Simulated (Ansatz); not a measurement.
Born–Oppenheimer molecular dynamics of BH₆N (8 atoms, charge 0, multiplicity 1). It starts at the highest image of a converged band, a first-order saddle point between two minima.

Computed with Ansatz, RKS PBE/def2-mTZVP.

```
ensemble                      : NVE (velocity Verlet)
time step                     : 0.5 fs
steps asked                   : 200
starting velocities drawn for : 300 K
seed                          : 10629
```

First frame:

```xyz
8
Properties=species:S:1:pos:R:3
B 0.027 -0.355 0.107
H -0.246 0.343 1.268
H 1.073 0.133 -0.233
H -0.964 -0.148 -0.543
N 0.130 -1.803 0.712
H -0.606 -2.465 0.482
H 1.048 -2.238 0.748
H -0.146 -0.630 1.456
```

(1) How far do the bonds stretch over the last three quarters of this one trajectory? (Pairs bonded in most of those frames.)

Results:

(1) 
| bond | mean (Å) | spread (Å) | shortest | longest |
| --- | --- | --- | --- | --- |
| B1–H3 | 1.209 | 0.012 | 1.18 | 1.24 |
| B1–H4 | 1.219 | 0.068 | 1.10 | 1.33 |
| B1–N5 | 1.401 | 0.029 | 1.34 | 1.45 |
| H2–H8 | 0.760 | 0.043 | 0.69 | 0.82 |
| N5–H6 | 1.022 | 0.005 | 1.01 | 1.03 |
| N5–H7 | 1.022 | 0.005 | 1.01 | 1.03 |

Mean temperature of the second half: 1872 K. The conserved energy stayed within 0.35 meV per atom of its start (net change -0.016 meV per atom), so the integration is sound. The kinetic energy rose, since the run started high on the potential surface and went downhill. It ends in pieces (BH4N + H2), so much of that is their flight and rotation, not heat. A run of 0.1 ps of so small a system gives no equilibrium averages. The orbitals stay closed-shell, which can raise the energy where a bond breaks towards radicals; this wasn't checked here.

The run took 3.6 min on 1 thread of Arm Neoverse V1, on a shared host, peak memory 0.095 GiB.
